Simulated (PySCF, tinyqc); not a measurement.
CIS and TDHF on RHF in the sto-3g basis, for BH, spin multiplicity 1, step by step. The lowest restricted solution is unstable here: a spin-polarised one lies 0.0130 hartree lower (PySCF). Computed by tinyqc, a small Python program that keeps every step (integrals from PySCF). Settings: charge = 0, multiplicity = 1, basis = sto-3g, method = RHF, energy threshold = 1e-10, iteration cap = 71, orthogonalisation = symmetric, start = atomic densities, DIIS depth = 6, TDHF = 1. Command: `OMP_NUM_THREADS=1 python tinyqc.py 23058 23059 out.jsonl` (the two numbers bound the seeds that draw the settings). One thread of a shared host (Intel(R) Xeon(R) Processor @ 2.60GHz), about 0.08 s of CPU time with the checks. The early iterations of the SCF are left out here.

## One-electron integrals

Geometry (angstrom):
```
atom,x,y,z
B,0.000000,0.000000,0.000000
H,0.000000,0.000000,1.123000
```

Basis sto-3g: exponents (1/bohr^2) and contraction coefficients of normalised primitives:
```
element,l (shell),exponent,coefficient
B,s (1),48.791113,0.154329
B,s (1),8.887362,0.535328
B,s (1),2.405267,0.444635
B,s (2),2.236956,-0.099967
B,s (2),0.519821,0.399513
B,s (2),0.169062,0.700115
B,p (3),2.236956,0.155916
B,p (3),0.519821,0.607684
B,p (3),0.169062,0.391957
H,s (1),3.425251,0.154329
H,s (1),0.623914,0.535328
H,s (1),0.168855,0.444635
```

Overlap, kinetic and nuclear-attraction integrals over the contracted functions; the nuclear repulsion is the sum of Za Zb / Rab.

nuclear repulsion = 2.35608731 hartree

overlap S:
```
,1B 1s,1B 2s,1B 2px,1B 2py,1B 2pz,2H 1s
1B 1s,1.000000,0.269328,0.000000,0.000000,0.000000,0.077505
1B 2s,0.269328,1.000000,0.000000,0.000000,0.000000,0.510947
1B 2px,0.000000,0.000000,1.000000,0.000000,0.000000,0.000000
1B 2py,0.000000,0.000000,0.000000,1.000000,0.000000,0.000000
1B 2pz,0.000000,0.000000,0.000000,0.000000,1.000000,0.509819
2H 1s,0.077505,0.510947,0.000000,0.000000,0.509819,1.000000
```

kinetic energy T (hartree):
```
,1B 1s,1B 2s,1B 2px,1B 2py,1B 2pz,2H 1s
1B 1s,10.826302,-0.047967,0.000000,0.000000,0.000000,-0.012729
1B 2s,-0.047967,0.359168,0.000000,0.000000,0.000000,0.106074
1B 2px,0.000000,0.000000,1.123881,0.000000,0.000000,0.000000
1B 2py,0.000000,0.000000,0.000000,1.123881,0.000000,0.000000
1B 2pz,0.000000,0.000000,0.000000,0.000000,1.123881,0.265010
2H 1s,-0.012729,0.106074,0.000000,0.000000,0.265010,0.760032
```

nuclear attraction V (hartree):
```
,1B 1s,1B 2s,1B 2px,1B 2py,1B 2pz,2H 1s
1B 1s,-23.618606,-3.266274,0.000000,0.000000,-0.020866,-0.954029
1B 2s,-3.266274,-4.221303,0.000000,0.000000,-0.174376,-1.991923
1B 2px,0.000000,0.000000,-4.146646,0.000000,0.000000,0.000000
1B 2py,0.000000,0.000000,0.000000,-4.146646,0.000000,0.000000
1B 2pz,-0.020866,-0.174376,0.000000,0.000000,-4.280345,-1.924430
2H 1s,-0.954029,-1.991923,0.000000,0.000000,-1.924430,-3.538100
```

core Hamiltonian H = T + V (hartree):
```
,1B 1s,1B 2s,1B 2px,1B 2py,1B 2pz,2H 1s
1B 1s,-12.792303,-3.314241,0.000000,0.000000,-0.020866,-0.966758
1B 2s,-3.314241,-3.862135,0.000000,0.000000,-0.174376,-1.885849
1B 2px,0.000000,0.000000,-3.022766,0.000000,0.000000,0.000000
1B 2py,0.000000,0.000000,0.000000,-3.022766,0.000000,0.000000
1B 2pz,-0.020866,-0.174376,0.000000,0.000000,-3.156465,-1.659420
2H 1s,-0.966758,-1.885849,0.000000,0.000000,-1.659420,-2.778068
```

## Two-electron integrals

Functions are numbered as in S; the eight-fold symmetry (ij|kl) = (ji|kl) = (kl|ij) leaves the list below.

Two-electron integrals (ij|kl) in chemists' order, unique and non-zero (hartree):
```
i,j,k,l,(ij|kl)
1,1,1,1,2.923513
2,1,1,1,0.518376
2,1,2,1,0.109262
2,2,1,1,0.744229
2,2,2,1,0.193177
2,2,2,2,0.544804
3,1,3,1,0.020264
3,2,3,1,0.029996
3,2,3,2,0.120346
3,3,1,1,0.742491
3,3,2,1,0.193240
3,3,2,2,0.544682
3,3,3,3,0.586773
4,1,4,1,0.020264
4,2,4,1,0.029996
4,2,4,2,0.120346
4,3,4,3,0.031630
4,4,1,1,0.742491
4,4,2,1,0.193240
4,4,2,2,0.544682
4,4,3,3,0.523513
4,4,4,4,0.586773
5,1,5,1,0.020264
5,2,5,1,0.029996
5,2,5,2,0.120346
5,3,5,3,0.031630
5,4,5,4,0.031630
5,5,1,1,0.742491
5,5,2,1,0.193240
5,5,2,2,0.544682
5,5,3,3,0.523513
5,5,4,4,0.523513
5,5,5,5,0.586773
6,1,1,1,0.149382
6,1,2,1,0.031339
6,1,2,2,0.055452
6,1,3,3,0.055179
6,1,4,4,0.055179
6,1,5,1,0.002320
6,1,5,2,0.004210
6,1,5,5,0.056032
6,1,6,1,0.009284
6,2,1,1,0.315117
6,2,2,1,0.082810
6,2,2,2,0.251726
6,2,3,3,0.244997
6,2,4,4,0.244997
6,2,5,1,0.009132
6,2,5,2,0.052323
6,2,5,5,0.264961
6,2,6,1,0.025271
6,2,6,2,0.151918
6,3,3,1,0.008883
6,3,3,2,0.039875
6,3,5,3,0.010169
6,3,6,3,0.018251
6,4,4,1,0.008883
6,4,4,2,0.039875
6,4,5,4,0.010169
6,4,6,4,0.018251
6,5,1,1,0.278731
6,5,2,1,0.074302
6,5,2,2,0.238395
6,5,3,3,0.225658
6,5,4,4,0.225658
6,5,5,1,0.016070
6,5,5,2,0.085746
6,5,5,5,0.263626
6,5,6,1,0.023959
6,5,6,2,0.169146
6,5,6,5,0.202736
6,6,1,1,0.461359
6,6,2,1,0.123558
6,6,2,2,0.420711
6,6,3,3,0.395491
6,6,4,4,0.395491
6,6,5,1,0.018001
6,6,5,2,0.131736
6,6,5,5,0.470747
6,6,6,1,0.038673
6,6,6,2,0.311704
6,6,6,5,0.379606
6,6,6,6,0.774606
```

## Orthogonalisation

S = U s U^T; symmetric (Loewdin) form X = U s^(-1/2) U^T, so that X^T S X = 1.

eigenvalues of S: 0.268471  0.796068  1.000000  1.000000  1.163769  1.771692

X:
```
,1B 1s,1B 2s,1B 2px,1B 2py,1B 2pz,2H 1s
1B 1s,1.030378,-0.156102,0.000000,0.000000,-0.014512,0.028154
1B 2s,-0.156102,1.201889,0.000000,0.000000,0.168931,-0.410392
1B 2px,0.000000,0.000000,1.000000,0.000000,0.000000,0.000000
1B 2py,0.000000,0.000000,0.000000,1.000000,0.000000,0.000000
1B 2pz,-0.014512,0.168931,0.000000,0.000000,1.164830,-0.401837
2H 1s,0.028154,-0.410392,0.000000,0.000000,-0.401837,1.331928
```

## Iteration 7 (converged): orbitals

converged F (hartree):
```
,1B 1s,1B 2s,1B 2px,1B 2py,1B 2pz,2H 1s
1B 1s,-7.330080,-2.144278,0.000000,0.000000,-0.024658,-0.634687
1B 2s,-2.144278,-1.035805,0.000000,0.000000,-0.080880,-0.605997
1B 2px,0.000000,0.000000,0.270046,0.000000,0.000000,0.000000
1B 2py,0.000000,0.000000,0.000000,0.270046,0.000000,0.000000
1B 2pz,-0.024658,-0.080880,0.000000,0.000000,-0.163338,-0.435930
2H 1s,-0.634687,-0.605997,0.000000,0.000000,-0.435930,-0.478441
```

Diagonalise F' = X^T F X, C = X C', fill 3 alpha and 3 beta electrons from the bottom; D = 2 C_occ C_occ^T. Each column has its largest component positive (the first on a tie).

F' = X^T F X (hartree):
```
,1,2,3,4,5,6
1,-7.148830,-1.122091,0.000000,0.000000,-0.042383,-0.102257
2,-1.122091,-0.410118,0.000000,0.000000,0.174075,-0.454032
3,0.000000,0.000000,0.270046,0.000000,0.000000,0.000000
4,0.000000,0.000000,0.000000,0.270046,0.000000,0.000000
5,-0.042383,0.174075,0.000000,0.000000,0.132501,-0.536001
6,-0.102257,-0.454032,0.000000,0.000000,-0.536001,0.049554
```

orbital energies (hartree): MO1 -7.334952, MO2 -0.606724, MO3 -0.244405, MO4 0.270046, MO5 0.270046, MO6 0.809188

coefficients C:
```
,MO1,MO2,MO3,MO4,MO5,MO6
1B 1s,0.992009,-0.203962,-0.205272,0.000000,0.000000,0.138675
1B 2s,0.030720,0.532635,0.809280,0.000000,0.000000,-0.852224
1B 2px,0.000000,0.000000,0.000000,0.764567,0.644544,0.000000
1B 2py,0.000000,0.000000,0.000000,-0.644544,0.764567,0.000000
1B 2pz,0.007493,0.236644,-0.584432,0.000000,0.000000,-1.072116
2H 1s,-0.008111,0.528186,-0.346166,0.000000,0.000000,1.306079
```

D after iteration 7:
```
,1B 1s,1B 2s,1B 2px,1B 2py,1B 2pz,2H 1s
1B 1s,2.135640,-0.488571,0.000000,0.000000,0.158269,-0.089435
1B 2s,-0.488571,1.879157,0.000000,0.000000,-0.693389,0.001872
1B 2px,0.000000,0.000000,0.000000,0.000000,0.000000,0.000000
1B 2py,0.000000,0.000000,0.000000,0.000000,0.000000,0.000000
1B 2pz,0.158269,-0.693389,0.000000,0.000000,0.795235,0.654483
2H 1s,-0.089435,0.001872,0.000000,0.000000,0.654483,0.797753
```

Within a degenerate level the vectors are fixed only up to a rotation; this is one choice.

## Convergence

Stop when the energy changes by less than 1e-10 hartree and every element of the error matrix X^T (F D S - S D F) X is below 3e-06.

Course of the cycle:
```
iteration,E (hartree),change,largest element of the error matrix
1,-24.78565336,-,6.60e-01
2,-24.74220391,4.34e-02,8.36e-02
3,-24.74785003,-5.65e-03,1.37e-02
4,-24.74809864,-2.49e-04,1.95e-03
5,-24.74810285,-4.21e-06,2.69e-05
6,-24.74810285,-5.49e-10,1.18e-06
7,-24.74810285,-1.15e-12,5.75e-09
```

PySCF RHF in the same basis = -24.74810285 hartree

Converged in 7 iterations.

## Integrals over molecular orbitals

(pq|rs) = sum C_ip C_jq C_kr C_ls (ij|kl), one index at a time.

one-electron integrals over orbitals h = C^T H C (hartree):
```
,1,2,3,4,5,6
1,-12.778383,0.260186,0.248556,0.000000,0.000000,-0.157934
2,0.260186,-3.169112,-0.100695,0.000000,0.000000,0.458412
3,0.248556,-0.100695,-2.970615,0.000000,0.000000,-0.177389
4,0.000000,0.000000,0.000000,-3.022766,0.000000,0.000000
5,0.000000,0.000000,0.000000,0.000000,-3.022766,0.000000
6,-0.157934,0.458412,-0.177389,0.000000,0.000000,-2.451947
```

Two-electron integrals over orbitals (pq|rs), unique and non-zero (hartree):
```
p,q,r,s,(pq|rs)
1,1,1,1,2.890153
2,1,1,1,-0.224365
2,1,2,1,0.029250
2,2,1,1,0.605006
2,2,2,1,0.000547
2,2,2,2,0.609970
3,1,1,1,-0.219879
3,1,2,1,0.022886
3,1,2,2,-0.020662
3,1,3,1,0.035145
3,2,1,1,0.075556
3,2,2,1,-0.008117
3,2,2,2,-0.074421
3,2,3,1,0.002917
3,2,3,2,0.055329
3,3,1,1,0.703830
3,3,2,1,-0.016726
3,3,2,2,0.413492
3,3,3,1,0.004530
3,3,3,2,0.046891
3,3,3,3,0.582040
4,1,4,1,0.021722
4,2,4,1,0.018673
4,2,4,2,0.058394
4,3,4,1,0.018971
4,3,4,2,0.042166
4,3,4,3,0.065732
4,4,1,1,0.741983
4,4,2,1,-0.008811
4,4,2,2,0.465451
4,4,3,1,-0.007504
4,4,3,2,0.037454
4,4,3,3,0.511896
4,4,4,4,0.586773
5,1,5,1,0.021722
5,2,5,1,0.018673
5,2,5,2,0.058394
5,3,5,1,0.018971
5,3,5,2,0.042166
5,3,5,3,0.065732
5,4,5,4,0.031630
5,5,1,1,0.741983
5,5,2,1,-0.008811
5,5,2,2,0.465451
5,5,3,1,-0.007504
5,5,3,2,0.037454
5,5,3,3,0.511896
5,5,4,4,0.523513
5,5,5,5,0.586773
6,1,1,1,0.147504
6,1,2,1,-0.024361
6,1,2,2,-0.013875
6,1,3,1,-0.005940
6,1,3,2,0.011536
6,1,3,3,0.024630
6,1,4,4,0.004066
6,1,5,5,0.004066
6,1,6,1,0.030588
6,2,1,1,-0.185096
6,2,2,1,0.003631
6,2,2,2,0.013730
6,2,3,1,0.010867
6,2,3,2,-0.050990
6,2,3,3,-0.039929
6,2,4,4,-0.088915
6,2,5,5,-0.088915
6,2,6,1,0.003996
6,2,6,2,0.122675
6,3,1,1,0.078334
6,3,2,1,-0.004618
6,3,2,2,-0.057003
6,3,3,1,0.007450
6,3,3,2,0.046453
6,3,3,3,0.077797
6,3,4,4,0.033201
6,3,5,5,0.033201
6,3,6,1,0.011046
6,3,6,2,-0.050168
6,3,6,3,0.068496
6,4,4,1,-0.012479
6,4,4,2,-0.037747
6,4,4,3,-0.016283
6,4,6,4,0.034167
6,5,5,1,-0.012479
6,5,5,2,-0.037747
6,5,5,3,-0.016283
6,5,6,5,0.034167
6,6,1,1,0.686262
6,6,2,1,-0.004007
6,6,2,2,0.596401
6,6,3,1,-0.019770
6,6,3,2,-0.061636
6,6,3,3,0.458784
6,6,4,4,0.483214
6,6,5,5,0.483214
6,6,6,1,-0.008324
6,6,6,2,0.022824
6,6,6,3,-0.041990
6,6,6,6,0.626029
```

## CIS matrix, singlets

A(ia,jb) = (e_a - e_i) d_ij d_ab + 2 (ia|jb) - (ij|ab).

CIS matrix A, singlet (hartree):
```
,1>4,1>5,1>6,2>4,2>5,2>6,3>4,3>5,3>6
1>4,6.906459,0.000000,0.000000,0.046157,0.000000,0.000000,0.045446,0.000000,0.000000
1>5,0.000000,6.906459,0.000000,0.000000,0.046157,0.000000,0.000000,0.045446,0.000000
1>6,0.000000,0.000000,7.519053,0.000000,0.000000,0.011999,0.000000,0.000000,0.041861
2>4,0.046157,0.000000,0.000000,0.528107,0.000000,0.000000,0.046877,0.000000,0.000000
2>5,0.000000,0.046157,0.000000,0.000000,0.528107,0.000000,0.000000,0.046877,0.000000
2>6,0.000000,0.000000,0.011999,0.000000,0.000000,1.064860,0.000000,0.000000,-0.038699
3>4,0.045446,0.000000,0.000000,0.046877,0.000000,0.000000,0.134020,0.000000,0.000000
3>5,0.000000,0.045446,0.000000,0.000000,0.046877,0.000000,0.000000,0.134020,0.000000
3>6,0.000000,0.000000,0.041861,0.000000,0.000000,-0.038699,0.000000,0.000000,0.731801
```

## CIS singlet states

dipole integrals <i|r|a> (bohr):
```
,x,y,z
1>4,0.091463,-0.077105,0.000000
1>5,0.077105,0.091463,0.000000
1>6,0.000000,0.000000,-0.093674
2>4,0.533226,-0.449520,0.000000
2>5,0.449520,0.533226,0.000000
2>6,0.000000,0.000000,0.642783
3>4,0.477956,-0.402926,0.000000
3>5,0.402926,0.477956,0.000000
3>6,0.000000,0.000000,-0.846380
```

Diagonalise A (1 hartree = 27.211386 eV); each vector has its largest component positive (the first on a tie). The transition dipole is mu = sqrt2 sum c_ia <i|r|a>.

singlet excitation energies (eV): 3.490873  3.490873  14.509018  14.509018  19.785189  29.096865  187.951831  187.951831  204.611456

lowest vectors:
```
,state 1,state 2,state 3,state 4,state 5,state 6
1>4,-0.000914,-0.005800,-0.000175,-0.008017,0.000000,0.000000
1>5,-0.005800,0.000914,-0.008017,0.000175,0.000000,0.000000
1>6,0.000000,0.000000,0.000000,0.000000,-0.006324,-0.001108
2>4,-0.018019,-0.114366,0.021693,0.993012,0.000000,0.000000
2>5,-0.114366,0.018019,0.993012,-0.021693,0.000000,0.000000
2>6,0.000000,0.000000,0.000000,0.000000,0.114048,0.993474
3>4,0.154583,0.981155,0.002528,0.115701,0.000000,0.000000
3>5,0.981155,-0.154583,0.115701,-0.002528,0.000000,0.000000
3>6,0.000000,0.000000,0.000000,0.000000,0.993455,-0.114058
```

oscillator strengths 2/3 w |mu|^2: 0.049780  0.049780  0.415076  0.415076  0.570231  0.770687

Within a degenerate level the vectors are fixed only up to a rotation; this is one choice.

## TDHF (RPA) singlet states

B(ia,jb) = 2 (ia|jb) - (ib|ja); the squared energies are the eigenvalues of (A - B)(A + B); 1 hartree = 27.211386 eV.

TDHF matrix B, singlet (hartree):
```
,1>4,1>5,1>6,2>4,2>5,2>6,3>4,3>5,3>6
1>4,0.021722,0.000000,0.000000,0.018673,0.000000,0.000000,0.018971,0.000000,0.000000
1>5,0.000000,0.021722,0.000000,0.000000,0.018673,0.000000,0.000000,0.018971,0.000000
1>6,0.000000,0.000000,0.030588,0.000000,0.000000,0.003996,0.000000,0.000000,0.011046
2>4,0.018673,0.000000,0.000000,0.058394,0.000000,0.000000,0.042166,0.000000,0.000000
2>5,0.000000,0.018673,0.000000,0.000000,0.058394,0.000000,0.000000,0.042166,0.000000
2>6,0.000000,0.000000,0.003996,0.000000,0.000000,0.122675,0.000000,0.000000,-0.050168
3>4,0.018971,0.000000,0.000000,0.042166,0.000000,0.000000,0.065732,0.000000,0.000000
3>5,0.000000,0.018971,0.000000,0.000000,0.042166,0.000000,0.000000,0.065732,0.000000
3>6,0.000000,0.000000,0.011046,0.000000,0.000000,-0.050168,0.000000,0.000000,0.068496
```

squared energies w^2 (hartree^2): 0.012577  0.012577  0.276928  0.276928  0.523730  1.123528  47.706139  47.706139  56.539159

TDHF energies from the positive w^2 (eV): 3.051681  3.051681  14.319695  14.319695  19.692657  28.843150  187.948041  187.948041  204.609285

## CIS matrix, triplets

A(ia,jb) = (e_a - e_i) d_ij d_ab - (ij|ab).

CIS matrix A, triplet (hartree):
```
,1>4,1>5,1>6,2>4,2>5,2>6,3>4,3>5,3>6
1>4,6.863015,0.000000,0.000000,0.008811,0.000000,0.000000,0.007504,0.000000,0.000000
1>5,0.000000,6.863015,0.000000,0.000000,0.008811,0.000000,0.000000,0.007504,0.000000
1>6,0.000000,0.000000,7.457878,0.000000,0.000000,0.004007,0.000000,0.000000,0.019770
2>4,0.008811,0.000000,0.000000,0.411318,0.000000,0.000000,-0.037454,0.000000,0.000000
2>5,0.000000,0.008811,0.000000,0.000000,0.411318,0.000000,0.000000,-0.037454,0.000000
2>6,0.000000,0.000000,0.004007,0.000000,0.000000,0.819511,0.000000,0.000000,0.061636
3>4,0.007504,0.000000,0.000000,-0.037454,0.000000,0.000000,0.002555,0.000000,0.000000
3>5,0.000000,0.007504,0.000000,0.000000,-0.037454,0.000000,0.000000,0.002555,0.000000
3>6,0.000000,0.000000,0.019770,0.000000,0.000000,0.061636,0.000000,0.000000,0.594809
```

## CIS triplet states

Diagonalise A (1 hartree = 27.211386 eV); each vector has its largest component positive (the first on a tie).

triplet excitation energies (eV): -0.023355  -0.023355  11.284885  11.284885  15.754424  22.729557  186.752703  186.752703  202.940810

lowest vectors:
```
,state 1,state 2,state 3,state 4,state 5,state 6
1>4,-0.001178,0.000255,-0.001254,0.000059,0.000000,0.000000
1>5,-0.000255,-0.001178,-0.000059,-0.001254,0.000000,0.000000
1>6,0.000000,0.000000,0.000000,0.000000,-0.002639,-0.001327
2>4,0.088476,-0.019139,0.994776,-0.047168,0.000000,0.000000
2>5,0.019139,0.088476,0.047168,0.994776,0.000000,0.000000
2>6,0.000000,0.000000,0.000000,0.000000,-0.248172,0.968716
3>4,0.973380,-0.210561,-0.090422,0.004287,0.000000,0.000000
3>5,0.210561,0.973380,-0.004287,-0.090422,0.000000,0.000000
3>6,0.000000,0.000000,0.000000,0.000000,0.968712,0.248169
```

Within a degenerate level the vectors are fixed only up to a rotation; this is one choice.

A negative triplet energy shows that the restricted solution is unstable towards a spin-polarised one.

## TDHF (RPA) triplet states

B(ia,jb) = - (ib|ja); the squared energies are the eigenvalues of (A - B)(A + B); 1 hartree = 27.211386 eV.

TDHF matrix B, triplet (hartree):
```
,1>4,1>5,1>6,2>4,2>5,2>6,3>4,3>5,3>6
1>4,-0.021722,0.000000,0.000000,-0.018673,0.000000,0.000000,-0.018971,0.000000,0.000000
1>5,0.000000,-0.021722,0.000000,0.000000,-0.018673,0.000000,0.000000,-0.018971,0.000000
1>6,0.000000,0.000000,-0.030588,0.000000,0.000000,-0.003996,0.000000,0.000000,-0.011046
2>4,-0.018673,0.000000,0.000000,-0.058394,0.000000,0.000000,-0.042166,0.000000,0.000000
2>5,0.000000,-0.018673,0.000000,0.000000,-0.058394,0.000000,0.000000,-0.042166,0.000000
2>6,0.000000,0.000000,-0.003996,0.000000,0.000000,-0.122675,0.000000,0.000000,0.050168
3>4,-0.018971,0.000000,0.000000,-0.042166,0.000000,0.000000,-0.065732,0.000000,0.000000
3>5,0.000000,-0.018971,0.000000,0.000000,-0.042166,0.000000,0.000000,-0.065732,0.000000
3>6,0.000000,0.000000,-0.011046,0.000000,0.000000,0.050168,0.000000,0.000000,-0.068496
```

squared energies w^2 (hartree^2): -0.005515  -0.005515  0.166201  0.166201  0.322997  0.685131  47.099378  47.099378  55.619632

TDHF energies from the positive w^2 (eV): 11.093483  11.093483  15.465007  22.523581  186.748986  186.748986  202.938629

A + B or A - B has a negative eigenvalue: the restricted solution is unstable towards a spin-polarised one, a negative w^2 means an imaginary energy, and the lowest roots have no physical meaning.
